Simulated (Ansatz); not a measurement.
**Lutetium, hcp: convergence with the plane-wave cutoff**

Computed with Ansatz, LDA, scalar-relativistic PAW, on the relaxed cell (a = 3.382 Å, c = 5.252 Å (c/a = 1.553); spin not included). Errors count from a run at 420 eV on a Γ-centred 18×18×10 mesh with Fermi-Dirac smearing of 0.1 eV, extrapolated to zero width. Fixed here: mesh 11×11×6, Fermi-Dirac width 0.1 eV. The pressure holds a Pulay correction and is unreliable far below the recommended cutoff. The SCF starts from atomic densities corrected by a trained network.

| cutoff (eV) | E(σ→0) error (meV/atom) | P (GPa) | SCF iterations |
| --- | --- | --- | --- |
| 150 | 42075.2 | -30.13 | 9 |
| 200 | 8115.9 | -1.72 | 8 |
| 250 | 852.1 | 0.80 | 8 |
| 300 | 34.1 | 0.12 | 7 |
| 420 | -1.7 | -0.03 | 8 |
| 500 | -2.6 | -0.03 | 8 |
| 600 | -2.8 | -0.03 | 9 |
| 800 | -2.9 | -0.03 | 8 |

Problem. What does the run at 350 give (cutoff)?

Solution. E(σ→0) error (meV/atom): 1.2; P (GPa): -0.03; SCF iterations: 8.

Within 5 meV/atom of the last row: from 350 eV on.
